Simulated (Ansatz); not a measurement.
Computed with frozen-core CCSD(T)/cc-pVTZ // B3LYP-D3(BJ)/def2-TZVP in Ansatz (a quantum-chemistry and plane-wave program).

Ansatz 0.2 input:
```yaml
crystal:
  periodic: [false, false, false]
  atoms:
    - { symbol: C, position_ang: [-0.595777, -0.64579, -0.009345] }
    - { symbol: C, position_ang: [-0.600599, 0.64072, -0.029063] }
    - { symbol: C, position_ang: [0.761739, 0.003231, 0.024446] }
    - { symbol: H, position_ang: [-1.133944, -1.576187, -0.012474] }
    - { symbol: H, position_ang: [-1.145723, 1.566523, -0.060688] }
    - { symbol: H, position_ang: [1.386457, -0.008159, -0.867419] }
    - { symbol: H, position_ang: [1.327845, 0.019664, 0.954541] }
basis:
  gaussian: { orbitals: cc-pVTZ }
correlation:
  method: ccsd_t
```

Output:

```
Functional definition: HF
816 factors; integrals over basis functions are off by at most 1.0e-3 eV
mean field evaluation 1: about -3150.8788 eV, gradient 2.7e1 eV
mean field evaluation 2: about -3150.8825 eV, gradient 2.7e1 eV
mean field evaluation 4: about -3152.8395 eV, gradient 2.7e0 eV
mean field evaluation 8: about -3152.8619 eV, gradient 2.4e-4 eV
mean field evaluation 16: about -3152.8616 eV, gradient 2.8e-1 eV
mean field -3152.86190934 eV, -115.8655380815 hartree, gradient 2.8e-6 eV, S^2 0.000000; 0 other end points of the search recorded, 0 dependent functions left out
3 core orbitals not correlated
reference -3152.86190934 eV, -115.8655380815 hartree; 8, 8 occupied and 135, 135 virtual orbitals, 816 factors
second order -13.23136091 eV of doubles, -0.00000000 eV of singles
cycle   1  -13.41114686 eV  change   -1.8e-1 eV  update   7.4e-2
cycle   2  -13.76672692 eV  change   -3.6e-1 eV  update   2.3e-2
cycle   3  -13.82532840 eV  change   -5.9e-2 eV  update   9.7e-3
cycle   4  -13.82560003 eV  change   -2.7e-4 eV  update   2.6e-3
cycle   5  -13.82699891 eV  change   -1.4e-3 eV  update   7.7e-4
cycle   6  -13.82709944 eV  change   -1.0e-4 eV  update   1.9e-4
cycle   7  -13.82704051 eV  change    5.9e-5 eV  update   4.6e-5
cycle   8  -13.82705093 eV  change   -1.0e-5 eV  update   1.4e-5
perturbative correction -0.65412368 eV, -0.0240386019 hartree
Total energy: -3167.34308395 eV, -116.3977114329 hartree
```

Cost: roughly 19 core-seconds.
